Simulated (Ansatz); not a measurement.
C5H7F (`C=C=C(F)CC`). The species carries charge 0 and has multiplicity 1.

```xyz
13

C    -1.080   -2.510   -0.430
C    -0.934   -1.246   -0.165
C    -0.749    0.011    0.122
F    -1.736    0.905   -0.121
C     0.471    0.631    0.704
C     1.116    1.652   -0.226
H    -1.484   -3.201    0.305
H    -0.811   -2.922   -1.399
H     0.189    1.114    1.647
H     1.174   -0.168    0.949
H     0.413    2.446   -0.483
H     1.984    2.110    0.251
H     1.446    1.179   -1.154
```

Question: Give the diagnostics of a CCSD(T)/def2-TZVPP run (frozen core, the Gaussian-basis code of Ansatz). (Estimate.)

Answer: Computed: T1 = 0.0116, largest single amplitude 0.010, largest double 0.079, (T) share of the correlation energy 4.1 %, 9 CCSD cycles. The RHF solution is stable towards an unrestricted one. T1 lies under the customary mark of 0.02 for closed shells.
